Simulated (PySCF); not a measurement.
How the method changes the constants of AlP

State: ³Π (triplet), unpaired electrons σ ↑, π ↑. Set-up: basis Al def2-TZVPPD, P def2-TZVPPD; no relativity; PySCF 2.14. De refers to Al + P in their high-spin ground configurations, without counterpoise correction. The functionals are run spin-unrestricted. A positive dipole means Al(−)P(+). Levels whose curve was spin-contaminated or gave no clean fit are not listed.

```
       Level  Re (Å)  ωe (cm⁻¹)  De (eV)  μ (D)  CPU s a point (SCF and correlation, without the integrals)
   ROHF-CCSD   2.236        457     1.80    n/a                                                         n/a
ROHF-CCSD(T)   2.227        468     2.01    n/a                                                          22
         PBE   2.222        468     2.54  -2.32                                                         1.1
        PW91   2.220        468     2.57  -2.33                                                        0.77
        BP86   2.225        463     2.56  -2.33                                                        0.75
      r²SCAN   2.203        487     2.44  -2.52                                                         1.6
        PBE0   2.208        475     2.33  -2.52                                                         2.4
         M06   2.212        472     2.52  -2.56                                                         2.1
        MN15   2.202        464     2.41  -2.70                                                         2.4
      M06-2X   2.209        455     2.43  -2.81                                                         2.5
       ωB97X   2.202        471     2.31  -2.66                                                         5.4
```

(1) Which functional lies closest to ROHF-CCSD(T) in De, which farthest, and by how much do they differ from it?

(2) What does a quarter of exact exchange do here, going from PBE to PBE0?

(3) What does the step from GGA to meta-GGA do here, going from PBE to r²SCAN?

Correlated steps freeze 10 core orbitals. The state was picked by a PBE0 search and need not be the measured ground state.

The whole job (state search and all levels along the bond) took about 4.5 min on 2 threads of Intel Xeon 6975P-C (shared host), peak memory 4 GiB.

## Answers

(1) Closest is ωB97X (-2.5 pm in Re, +0.6 % in ωe, +0.30 eV in De against ROHF-CCSD(T) in the same basis), farthest PW91 (-0.7 pm in Re, +0.0 % in ωe, +0.56 eV in De). CCSD(T) converges more slowly with the basis than the functionals do and binds too weakly in this one, so the order can change at the basis-set limit.

(2) PBE0 less PBE: -1.4 pm in Re, +1.5 % in ωe, -0.21 eV in De. Exact exchange removes part of the self-interaction that spreads semilocal densities, and in most molecules shortens and stiffens the bond and lowers De; so it does here.

(3) r²SCAN less PBE: -1.9 pm in Re, +4.1 % in ωe, -0.10 eV in De.
